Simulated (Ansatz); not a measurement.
**CH5FN− (built from SMILES CF.[NH2-]): a reaction path by the nudged elastic band**

What path joins these two structures, and how high does it climb? Both ends were relaxed at PBE0-D4 in triple zeta.

Program: Ansatz 0.2.0, Gaussian basis. Level of theory: PBE0-D4/def2-SVPD. These are calculated values, not measurements.

11 further runs of the same task are left out: 1 that didn't finish, 10 set aside as unsound or not needed.

**1. Where the work starts**

The first end: 8 atoms, charge -1, spin multiplicity 1.

Atoms are counted from 1 here; the program's logs count them from 0.

Bond lengths: F1–C2 1.427 Å, C2–H4 1.086 Å, C2–H5 1.086 Å, C2–H6 1.086 Å, N3–H7 1.026 Å, N3–H8 1.026 Å. Angles: F1–C2–H4 109.0°, F1–C2–H5 109.2°, F1–C2–H6 109.2°, H4–C2–H5 110.1°, H4–C2–H6 110.2°, H5–C2–H6 109.1°, H7–N3–H8 102.0°.

As a file:

```xyz
8
CH5FN
F    -1.4942   -1.4570    1.5142
C    -0.6677   -0.6479    0.6787
N     0.8710    0.8542   -1.1674
H     0.0065   -0.0684    1.3030
H    -1.2956    0.0152    0.0906
H    -0.1005   -1.2878    0.0090
H     1.8859    0.7147   -1.2282
H     0.7947    1.8771   -1.2000
```

The second end:

```xyz
8
CH5FN
F    -0.0003    1.1547    2.2707
C    -0.4062   -0.3931   -0.6283
N     0.6759    0.4317   -0.1436
H    -0.6947   -1.2295    0.0361
H    -1.3034    0.2243   -0.7478
H    -0.1825   -0.8232   -1.6168
H     1.4937   -0.1528   -0.0044
H     0.4176    0.7878    0.8341
```

**2. The band at PBE0-D4/def2-SVPD**

The input, neb/in.yaml:

```yaml
crystal:
  periodic: [false, false, false]
  atoms:
    - {symbol: F, position_ang: [-1.494168, -1.457044, 1.514150]}
    - {symbol: C, position_ang: [-0.667691, -0.647928, 0.678741]}
    - {symbol: N, position_ang: [0.870991, 0.854189, -1.167370]}
    - {symbol: H, position_ang: [0.006510, -0.068428, 1.302981]}
    - {symbol: H, position_ang: [-1.295631, 0.015177, 0.090611]}
    - {symbol: H, position_ang: [-0.100476, -1.287801, 0.009047]}
    - {symbol: H, position_ang: [1.885895, 0.714657, -1.228191]}
    - {symbol: H, position_ang: [0.794669, 1.877079, -1.199968]}
basis:
  gaussian: {orbitals: def2-SVPD}
total_charge: -1
hamiltonian: {xc: pbe0, dispersion: d4}
neb:
  images: 5
  climbing: true
  max_iterations: 40
  initial_path: idpp
  final_atoms:
    - {symbol: F, position_ang: [-0.000263, 1.154670, 2.270705]}
    - {symbol: C, position_ang: [-0.406171, -0.393091, -0.628261]}
    - {symbol: N, position_ang: [0.675856, 0.431687, -0.143583]}
    - {symbol: H, position_ang: [-0.694725, -1.229542, 0.036106]}
    - {symbol: H, position_ang: [-1.303407, 0.224300, -0.747829]}
    - {symbol: H, position_ang: [-0.182486, -0.823162, -1.616808]}
    - {symbol: H, position_ang: [1.493714, -0.152781, -0.004437]}
    - {symbol: H, position_ang: [0.417582, 0.787817, 0.834107]}
```

Command:

```console
ansatz run in.yaml --threads 2 --pin off --events-out ev --progress --plain --max-ram 4352MiB
```

**Question.** What will these runs give? Wanted: from earlier runs: barrier over the separately found saddle, CCSD(T)/def2-TZVPPD.

As calculated:

| quantity | value |
| --- | --- |
| PBE0-D4/def2-SVPD, 40 iterations | highest 21.4 kJ/mol (image 1), last end -222.4 kJ/mol |
| from earlier runs: barrier over the separately found saddle, CCSD(T)/def2-TZVPPD | 33.7 kJ/mol |

What this shows: The highest image lies 21.4 kJ/mol above the first end, and it climbed, so it estimates the saddle. The ends are not quite minima at this level (largest force component 0.25 eV/Å), so the heights are unreliable: relaxing the first end would lower it and raise the barrier above it. The highest image is 12.2 kJ/mol below the CCSD(T) barrier in triple zeta, which comes from separate runs on the saddle.
